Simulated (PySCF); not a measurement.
# O3: the cost of one run

The runs use PySCF 2.14.0; levels as typed in each script, gas phase, geometry from GFN2-xTB.

## Step 1: The starting structure

SMILES `O=[O+][O-]`, 3 atoms, charge 0, spin multiplicity 1.

Bond lengths: O1–O2 1.236 Å, O2–O3 1.236 Å. Angles: O1–O2–O3 120.4°.

Coordinates:

```xyz
3
O3
O     1.07254   -0.20490    0.00000
O     0.00001    0.40980    0.00000
O    -1.07255   -0.20490    0.00000
```

## Step 2: The π active space (def2-svp)

input.py

```python
import numpy as np
from pyscf import gto, scf, dft, mcscf, mrpt
from pyscf.mcscf import avas

def solve(mol, dm0=None, hcore=None):
    mf = scf.ROHF(mol) if mol.spin else scf.RHF(mol)
    mf = mf.density_fit(auxbasis='def2-universal-jkfit')
    mf.conv_tol, mf.max_cycle = 1e-8, 80
    if hcore is not None:
        mf.get_hcore = lambda *args: hcore
    mf.kernel(dm0)
    if not mf.converged:
        mf = mf.newton().run(mf.mo_coeff, mf.mo_occ, max_cycle=30)
    assert mf.converged, 'SCF not converged'
    return mf

mol = gto.M(atom='''
O      1.07254    -0.20490     0.00000
O      0.00001     0.40980     0.00000
O     -1.07255    -0.20490     0.00000
''', basis='def2-svp', charge=0, spin=0, verbose=4)
mf = solve(mol)
ncas, nel, orbs = avas.avas(mf, ['O 2pz'], threshold=0.5, openshell_option=3)
print('active space', nel, ncas)
assert 2 <= ncas <= 10, 'active space too large or empty'
mc = mcscf.CASSCF(mf, ncas, nel)
mc.natorb, mc.max_cycle_macro = True, 60
mc.fix_spin_(ss=mol.spin / 2 * (mol.spin / 2 + 1))
mc.kernel(orbs)
occ = mc.mo_occ[mc.ncore:mc.ncore + ncas]
print('natural occupations', occ.round(4))
e2 = mrpt.NEVPT(mc).kernel()
out = dict(c=mc.mo_coeff[:, mc.ncore:mc.ncore + ncas], occ=occ, e=mc.e_tot, e2=e2, ehf=mf.e_tot, ok=mc.converged, nel=nel, w0=abs(mc.ci).max() ** 2, dm=mc.make_rdm1())
# the other spin state at the same geometry
other = mol.copy().set(spin=2).build()
mo = scf.ROHF(other).density_fit(auxbasis='def2-universal-jkfit').run()
na = (nel + other.spin) // 2
m2 = mcscf.CASSCF(mo, ncas, (na, nel - na))
m2.natorb = True
m2.fix_spin_(ss=other.spin / 2 * (other.spin / 2 + 1))
m2.kernel(mc.mo_coeff)
e2o = mrpt.NEVPT(m2).kernel()
print('other state above this one / eV: CASSCF', (m2.e_tot - mc.e_tot) * 27.211386, 'NEVPT2', (m2.e_tot + e2o - mc.e_tot - e2) * 27.211386)
np.savez('result.npz', eo=m2.e_tot, e2o=e2o, oko=m2.converged, occo=m2.mo_occ[mc.ncore:mc.ncore + ncas], co=m2.mo_coeff[:, mc.ncore:mc.ncore + ncas], **out)
```

Started as:

```bash
$ OMP_NUM_THREADS=1 python input.py
```

Q: Estimate wall time and peak memory on 1 thread of Arm Neoverse V2, shared host.

About 2.2 s, with a peak of 0.17 GiB.
